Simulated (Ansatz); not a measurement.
# MgO: the cost of one run

Computed with Ansatz 0.2.0 (the levels named in each step, unless a step's input says otherwise).

## (1) The system as given

Bond lengths: O1–Mg2 1.783 Å.

Coordinates:

```xyz
2

O     0.0000    0.0000    0.0000
Mg    0.0000    0.0000    1.7834
```

## (2) A rough first relaxation, PBE-D4/def2-SVP

This run stands in another session on the same molecule. It ended at:

```xyz
2

O     0.0000    0.0000   -0.0674
Mg    0.0000    0.0000    1.8507
```

## (3) Relaxation, PBE0-D4/def2-TZVPP

This run stands in another session on the same molecule. It ended at:

```xyz
2

O     0.0000    0.0000   -0.0495
Mg    0.0000    0.0000    1.8329
```

## (4) Frequencies, PBE0-D4/def2-TZVPP

input.yaml

```yaml
crystal:
  periodic: [false, false, false]
  atoms:
    - { symbol: O, position_ang: [0.0, 0.0, -0.0494921] }
    - { symbol: Mg, position_ang: [0.0, 0.0, 1.8328721] }
magnetization:
  spin_polarized: true
  initial_magnetization: 2
basis:
  gaussian: { orbitals: def2-TZVPP }
hamiltonian:
  xc: pbe0
  dispersion: d4
phonons: {}
```

On the command line:

```sh
$ ansatz run input.yaml --threads 1 --pin off --max-ram 2560MiB --backend cpu --events-out ev --progress --plain --runs-dir out
```

What time and memory should one allow on 1 thread of Intel Xeon Platinum 8375C at 2.90GHz (Ice Lake), shared host?

About 9.6 s, with a peak of 0.13 GiB.
